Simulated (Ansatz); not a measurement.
One change: `B[SiH2]F` becomes `F[SiH2]Cl`.

Ansatz, PBE0-D4/def2-TZVP geometries, multiplicity 1. 

```json
{"property": "HOMO–LUMO gap (B3LYP/def2-TZVPP) / eV", "`B[SiH2]F`": "5.43"}
{"property": "LUMO energy (PBE0/def2-TZVPP) / eV", "`B[SiH2]F`": "-2.70"}
{"property": "HOMO energy (B3LYP/def2-TZVPP) / eV", "`B[SiH2]F`": "-8.34"}
{"property": "zero-point energy (PBE0-D4/def2-TZVP) / kJ/mol", "`B[SiH2]F`": "102.9"}
{"property": "HOMO energy (PBE/def2-TZVPP) / eV", "`B[SiH2]F`": "-7.22"}
{"property": "LUMO energy (PBE/def2-TZVPP) / eV", "`B[SiH2]F`": "-3.71"}
```

(1) What does the change do to each property? (Best estimate.)

Answers

(1) The calculation gave: 
| property | `F[SiH2]Cl` | shift |
| --- | --- | --- |
| HOMO–LUMO gap (B3LYP/def2-TZVPP) / eV | 8.85 | 3.42 |
| LUMO energy (PBE0/def2-TZVPP) / eV | 0.05 | 2.75 |
| HOMO energy (B3LYP/def2-TZVPP) / eV | -9.03 | -0.69 |
| zero-point energy (PBE0-D4/def2-TZVP) / kJ/mol | 57.0 | -45.9 |
| HOMO energy (PBE/def2-TZVPP) / eV | -7.87 | -0.65 |
| LUMO energy (PBE/def2-TZVPP) / eV | -0.84 | 2.87 |

With PBE0 the HOMO falls by 0.75 eV and the LUMO rises by 2.75 eV, so the gap widens by about 3.50 eV. PBE moves the HOMO by -0.65 eV and ωB97M-V by -0.80 eV. The zero-point energy changes by -45.9 kJ/mol with -6 modes.

B3LYP here is the variant with VWN-RPA as its local correlation; programs differ in this.
